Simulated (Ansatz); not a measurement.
# P5: the cost of one run

Computed with Ansatz 0.2.0 (the levels named in each step, unless a step's input says otherwise).

## 1. The starting structure

Bond lengths: P1–P2 2.109 Å, P2–P3 2.109 Å, P3–P4 2.109 Å, P1–P5 2.109 Å, P4–P5 2.109 Å. Angles: P1–P2–P3 108.0°, P2–P1–P5 108.0°, P2–P3–P4 108.0°, P3–P4–P5 108.0°, P1–P5–P4 108.0°.

As a file:

```xyz
5

P     0.6796   -1.6604    0.0222
P     1.7821    0.1324    0.1603
P     0.4219    1.7422    0.0765
P    -1.5213    0.9444   -0.1134
P    -1.3620   -1.1587   -0.1464
```

## 2. A rough first relaxation, PBE-D4/def2-SVPD

File input.yaml:

```yaml
crystal:
  periodic: [false, false, false]
  atoms:
    - { symbol: P, position_ang: [0.67956, -1.66038, 0.02225] }
    - { symbol: P, position_ang: [1.78212, 0.13241, 0.16027] }
    - { symbol: P, position_ang: [0.42188, 1.74222, 0.07645] }
    - { symbol: P, position_ang: [-1.52135, 0.94435, -0.11336] }
    - { symbol: P, position_ang: [-1.36203, -1.15871, -0.14635] }
magnetization:
  spin_polarized: true
  initial_magnetization: 1
basis:
  gaussian: { orbitals: def2-SVPD }
hamiltonian:
  xc: pbe
  dispersion: d4
relax:
  f_tol: 0.03
  max_steps: 200
```

The run is started by

```bash
ansatz run input.yaml --threads 4 --pin off --max-ram 10240MiB --backend cpu --events-out ev --progress --plain --runs-dir out
```

What time and memory should one allow on 4 threads of Intel Xeon at 2.70GHz, shared host?

About 2.9 min, with a peak of 0.37 GiB.
